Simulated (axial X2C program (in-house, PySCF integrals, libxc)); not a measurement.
## Bond lengths and stretching modes, held linear, of BCN

Calculated with an in-house all-electron X2C program for linear molecules (integrals from PySCF): two-component X2C with atomic mean-field Coulomb and Gaunt terms, Gaussian nuclei, basis B dyall-v3z, C dyall-v3z, N dyall-av3z with contracted cores. Spin-free rows use the one-electron spin-free X2C Hamiltonian.

Masses B 11.009, C 12.000, N 14.003 u. States: 2c Ω = 0 (all partner blocks equally filled); spin-free M_S = 0, Λ = 0 (closed shell).

MP2, 2c: energies above the lowest point

| r(B–C) (Å) | r(C–N) (Å) | E (meV) |
| --- | --- | --- |
| 1.5356 | 1.1271 | 163.28 |
| 1.5356 | 1.1560 | 41.78 |
| 1.5356 | 1.1849 | 14.89 |
| 1.5750 | 1.1271 | 147.56 |
| 1.5750 | 1.1560 | 26.48 |
| 1.5750 | 1.1849 | 0.00 |
| 1.5750 | 1.2138 | 50.45 |
| 1.6144 | 1.1271 | 163.72 |
| 1.6144 | 1.1560 | 42.91 |
| 1.6144 | 1.1849 | 16.76 |
| 1.6538 | 1.1560 | 85.06 |
| 1.6538 | 1.2138 | 110.12 |

Question: Fit a quadratic surface with cubic terms in each bond: where is the minimum, and what are the two stretching wavenumbers?

Answer: At MP2, 2c: bonds 1.573 and 1.179 Å; harmonic stretches 823.5 and 2081.6 cm⁻¹; force constants 3.31, 15.4 and coupling 0.04 mdyn/Å.

The other levels and Hamiltonians give:

```csv
Hamiltonian,level,r(B–C) (Å),r(C–N) (Å),lower stretch (cm⁻¹),upper stretch (cm⁻¹)
2c,PBE0,1.575,1.155,816.9,2313.7
2c,HF,1.582,1.130,845.4,2514.4
2c,BHandHLYP,1.565,1.141,841.6,2405.3
spin-free,PBE0,1.575,1.155,816.9,2313.7
spin-free,HF,1.582,1.130,845.4,2514.4
spin-free,BHandHLYP,1.565,1.141,841.7,2405.3
spin-free,MP2,1.573,1.179,823.6,2081.6
```

Each state is one determinant, the lowest of a limited PBE0 search; the stretches come from a fit to these few points and carry an uncertainty of a few per cent. Other orders of the atoms were not compared. The levels spread by more than a fifth, so the stretches depend strongly on the method. MP2 freezes inner shells (threshold -2 hartree). The molecule was held linear; bending was not examined, so a bent shape may lie lower.
